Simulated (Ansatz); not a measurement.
Reaction (SMILES): Cl atom → [Cl-] (an electron is taken up)
B3LYP-D3(BJ)/def2-TZVP geometries, fixed; electronic energies without zero-point terms; positive where energy is released.
Largest species:
```xyz
1

Cl     0.0000     0.0000     0.0000
```
Charge 0, spin multiplicity 2.

Effect of a fitting basis named in the input at MP2/def2-TZVPP with Ansatz (a first-principles code), against the last row, where the adiabatic electron affinity is 3.22 eV. Cores are frozen. Open shells are unrestricted. The default fits or decomposes integrals by the program's own choice; accuracy: high also tightens integrals, grids and stops.

```json
[
 {"setting": "fitting: def2-universal-jkfit and def2-SVP-RIFIT", "largest shift of a total energy (mEh)": "-4.021", "shift of the adiabatic electron affinity (eV)": "0.032"},
 {"setting": "fitting: def2-universal-jkfit and cc-pVDZ-RIFIT", "largest shift of a total energy (mEh)": "-3.708", "shift of the adiabatic electron affinity (eV)": "0.030"},
 {"setting": "fitting: def2-universal-jkfit and cc-pVTZ-RIFIT", "largest shift of a total energy (mEh)": "0.017", "shift of the adiabatic electron affinity (eV)": "0.001"},
 {"setting": "fitting: def2-universal-jkfit and aug-cc-pVTZ-RIFIT", "largest shift of a total energy (mEh)": "0.016", "shift of the adiabatic electron affinity (eV)": "0.001"},
 {"setting": "fitting: def2-universal-jkfit and cc-pVQZ-RIFIT", "largest shift of a total energy (mEh)": "0.015", "shift of the adiabatic electron affinity (eV)": "0.001"},
 {"setting": "fitting: def2-universal-jkfit and aug-cc-pVQZ-RIFIT", "largest shift of a total energy (mEh)": "0.016", "shift of the adiabatic electron affinity (eV)": "0.001"},
 {"setting": "accuracy: high", "largest shift of a total energy (mEh)": "-0.001", "shift of the adiabatic electron affinity (eV)": "0.000"},
 {"setting": "accuracy: medium (default)", "largest shift of a total energy (mEh)": "0.000", "shift of the adiabatic electron affinity (eV)": "0.000"}
]
```

Within 0.03 eV in the adiabatic electron affinity: fitting: def2-universal-jkfit and cc-pVDZ-RIFIT; fitting: def2-universal-jkfit and cc-pVTZ-RIFIT; fitting: def2-universal-jkfit and aug-cc-pVTZ-RIFIT; fitting: def2-universal-jkfit and cc-pVQZ-RIFIT; fitting: def2-universal-jkfit and aug-cc-pVQZ-RIFIT; accuracy: high. The largest shift is 4.021 mEh in a total energy and 0.032 eV in the difference.
